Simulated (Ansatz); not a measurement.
# A relaxation, step by step

CH₆B₂ (SMILES BBC), singlet, wB97X-V/def2-TZVP (Ansatz 0.2.0). Settings:

```yaml
hamiltonian: {xc: {name: wB97X-V}}
relax: {f_tol: 0.2, max_steps: 5, max_displacement: 0.05}
```

Start (the SMILES describes the start alone):

B1  (-0.626, 0.867, -1.273)
B2  (-0.232, 0.385, 0.259)
C3  (0.673, -0.783, 0.855)
H4  (-1.583, 0.381, -1.659)
H5  (-0.046, 1.492, -1.869)
H6  (-0.676, 1.126, 1.223)
H7  (0.055, -1.612, 1.096)
H8  (1.156, -1.269, -0.128)
H9  (1.492, -0.463, 1.493)
(Å)

```csv
step,energy less the last (meV),largest force component (eV/Å)
1,1026.9,4.957
2,352.4,2.946
3,71.6,0.675
4,0.0,0.141
```

Step 2, positions (Å) and forces (eV/Å):

```
atom       x       y       z      Fx      Fy      Fz
  B1  -0.629   0.840  -1.247  -0.461  -1.474   1.882
  B2  -0.227   0.401   0.288   0.045   0.703   1.392
  C3   0.684  -0.790   0.808   0.662  -0.228  -2.946
  H4  -1.606   0.374  -1.667  -0.923  -0.280  -0.567
  H5  -0.025   1.521  -1.889   1.229   1.557  -1.400
  H6  -0.677   1.123   1.210   0.159  -0.379  -0.713
  H7   0.050  -1.612   1.114  -0.205  -0.128   0.970
  H8   1.164  -1.265  -0.115  -0.063   0.574   1.145
  H9   1.478  -0.469   1.493  -0.443  -0.346   0.239
```

Step 3, positions (Å) and forces (eV/Å):

| atom | x | y | z | Fx | Fy | Fz |
| --- | --- | --- | --- | --- | --- | --- |
| B1 | -0.631 | 0.823 | -1.224 | -0.183 | -0.473 | 0.558 |
| B2 | -0.223 | 0.414 | 0.315 | 0.134 | 0.173 | 0.496 |
| C3 | 0.693 | -0.795 | 0.760 | -0.046 | 0.081 | -0.675 |
| H4 | -1.624 | 0.369 | -1.682 | -0.379 | -0.125 | -0.266 |
| H5 | -0.012 | 1.541 | -1.904 | 0.421 | 0.537 | -0.453 |
| H6 | -0.674 | 1.117 | 1.201 | 0.032 | -0.099 | -0.110 |
| H7 | 0.051 | -1.602 | 1.140 | 0.053 | 0.208 | 0.486 |
| H8 | 1.175 | -1.257 | -0.103 | 0.351 | 0.011 | -0.016 |
| H9 | 1.458 | -0.485 | 1.492 | -0.384 | -0.314 | -0.020 |

Last step (4):

```tsv
atom	x (Å)	y (Å)	z (Å)
B1	-0.6416	0.8158	-1.2168
B2	-0.2129	0.4269	0.3259
C3	0.6966	-0.7970	0.7296
H4	-1.6410	0.3622	-1.7035
H5	-0.0104	1.5577	-1.9120
H6	-0.6679	1.1074	1.2117
H7	0.0504	-1.5693	1.1765
H8	1.2127	-1.2689	-0.1097
H9	1.4263	-0.5120	1.4949
```

The run took about 44 s on 2 CPU threads of an Arm Neoverse N1 (shared host).
